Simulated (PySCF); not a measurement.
## PN under electron impact: the energy ladder

CCSD(T) extrapolated to the basis-set limit (PySCF; PN CCSD(T)/CBS(TQ)+CV+SR, PN⁺ CCSD(T)/CBS(TQ)+CV+SR; CV core-valence, SR scalar-relativistic term); no spin–orbit coupling.

| species | state (unpaired electrons) | Re (Å) | ωe (cm⁻¹) | energy of the minimum from the neutral (eV) | De (eV) | dissociates to |
| --- | --- | --- | --- | --- | --- | --- |
| PN | singlet (closed shell) | 1.490 | 1351 | 0.00 | 6.30 | P + N |
| PN⁺ | doublet (σ ↑) | 1.483 | 1319 | 11.90 | 4.92 | P⁺ + N |

Problem. Work out the lowest energy to break PN into atoms, from its vibrational ground state.

Solution. D0 = De − ωe/2 = 6.30 − 0.08 = 6.22 eV (composite CCSD(T)).

Problem. Work out the ionisation energy of the P atom at this level and the threshold of dissociative ionisation.

Solution. IE(P) = 11.90 + 4.92 − 6.30 = 10.52 eV, so P⁺ + N + e⁻ appears at D0 + IE(P) = 16.74 eV (composite CCSD(T)). The measured IE(P) is 10.487 eV (NIST ASD).

These are thermodynamic thresholds; the onsets seen under electron impact lie higher where the geometry changes, and cross-sections peak well above them.

For an ion De counts to the pair picked by the measured ionisation energies or electron affinities, which need not be the lowest pair at this level. Where the molecule has an RHF reference, its open-shell atoms are computed with UHF. The CCSD T1 diagnostic is raised in PN⁺, a sign that a single reference may not be enough there. States were picked by a PBE0 search and need not be the measured ground states.
